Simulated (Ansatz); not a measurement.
## HBAl, quartet: the ladder up to full CI

Geometry: a point of a breathe scan, not a stationary point.

```yaml
atoms:
  - { symbol: B, position_ang: [0.0000, 0.0000, 0.6099] }
  - { symbol: Al, position_ang: [0.0000, 0.0000, -4.0888] }
  - { symbol: H, position_ang: [0.0000, 0.0000, 3.4790] }
```

Basis 6-31G; Ansatz 0.2.0. Only valence electrons are correlated (noble-gas cores frozen), which leaves 7 electrons in 18 orbitals. Prefix R: restricted or restricted open-shell reference; prefix U: unrestricted. Active spaces: pair = (5e, 5o) about the gap; valence = (7e, 9o) chosen from the atoms' valence shells.

Full CI is exact within this basis and frozen core; it isn't the basis-set limit. The frozen core follows each run's orbitals, which can shift R against U totals by a few meV.

For open shells CISD and CISDTQ are restricted-active-space CI with the open shells as a complete middle space.

* UHF ⟨S²⟩: 3.754
* T1 diagnostic (RCCSD): 0.0102
* largest doubles amplitude (RCCSD): 0.124
* T1 diagnostic (UCCSD): 0.0104

```json
{"level": "RHF", "E − E(full CI) (kJ/mol)": "191.6", "share of correlation (%)": "0.00", "wall time": "–"}
{"level": "UHF", "E − E(full CI) (kJ/mol)": "190.7", "share of correlation (%)": "0.47", "wall time": "–"}
{"level": "RMP2", "E − E(full CI) (kJ/mol)": "85.0", "share of correlation (%)": "55.62", "wall time": "–"}
{"level": "UMP2", "E − E(full CI) (kJ/mol)": "85.0", "share of correlation (%)": "55.64", "wall time": "–"}
{"level": "CISD", "E − E(full CI) (kJ/mol)": "11.7", "share of correlation (%)": "93.89", "wall time": "1.2 s"}
{"level": "RCCSD", "E − E(full CI) (kJ/mol)": "2.8", "share of correlation (%)": "98.56", "wall time": "–"}
{"level": "UCCSD", "E − E(full CI) (kJ/mol)": "2.8", "share of correlation (%)": "98.56", "wall time": "–"}
{"level": "RCCSD(T)", "E − E(full CI) (kJ/mol)": "1.4", "share of correlation (%)": "99.26", "wall time": "2.4 s"}
{"level": "UCCSD(T)", "E − E(full CI) (kJ/mol)": "1.4", "share of correlation (%)": "99.26", "wall time": "3.6 s"}
{"level": "BCCD(T)", "E − E(full CI) (kJ/mol)": "1.4", "share of correlation (%)": "99.26", "wall time": "2.4 s"}
{"level": "RCCSDT", "E − E(full CI) (kJ/mol)": "0.2", "share of correlation (%)": "99.90", "wall time": "–"}
{"level": "UCCSDT", "E − E(full CI) (kJ/mol)": "0.2", "share of correlation (%)": "99.91", "wall time": "–"}
{"level": "CISDTQ", "E − E(full CI) (kJ/mol)": "0.3", "share of correlation (%)": "99.83", "wall time": "6.5 s"}
{"level": "RCCSDT(Q)", "E − E(full CI) (kJ/mol)": "0.1", "share of correlation (%)": "99.95", "wall time": "5.5 s"}
{"level": "UCCSDT(Q)", "E − E(full CI) (kJ/mol)": "0.1", "share of correlation (%)": "99.96", "wall time": "7 s"}
{"level": "RCCSDTQ", "E − E(full CI) (kJ/mol)": "0.0", "share of correlation (%)": "100.00", "wall time": "28 s"}
{"level": "UCCSDTQ", "E − E(full CI) (kJ/mol)": "0.0", "share of correlation (%)": "100.01", "wall time": "29 s"}
{"level": "CASSCF (pair space)", "E − E(full CI) (kJ/mol)": "143.0", "share of correlation (%)": "25.33", "wall time": "–"}
{"level": "NEVPT2 (pair space)", "E − E(full CI) (kJ/mol)": "70.1", "share of correlation (%)": "63.42", "wall time": "1.7 s"}
{"level": "CASSCF (valence space)", "E − E(full CI) (kJ/mol)": "39.0", "share of correlation (%)": "79.65", "wall time": "–"}
{"level": "NEVPT2 (valence space)", "E − E(full CI) (kJ/mol)": "17.2", "share of correlation (%)": "91.03", "wall time": "3 s"}
{"level": "MRCISD (valence space)", "E − E(full CI) (kJ/mol)": "1.4", "share of correlation (%)": "99.26", "wall time": "–"}
{"level": "MRCISD+Q (valence space)", "E − E(full CI) (kJ/mol)": "0.9", "share of correlation (%)": "99.53", "wall time": "4.2 s"}
```

The correlation energy at full CI, counted from RHF, is -1.986 eV. That run took 14 s on 1 thread of Arm Neoverse V1, shared host over 327,824 determinants.

Times hold each run's SCF and search for its determinant on a shared host, so for small cases they say little of a method's own cost; they ran on 1 thread of Arm Neoverse V1.

The full-CI state has the irrep B1 of C2v, in the program's axes (one component, if the state is degenerate).

Natural occupations of full CI about the gap: 1.906 1.887 1.000 0.937 0.936 0.111 0.099 0.053 0.041 0.008; effectively unpaired electrons, Σ n²(2−n)², 3.16.
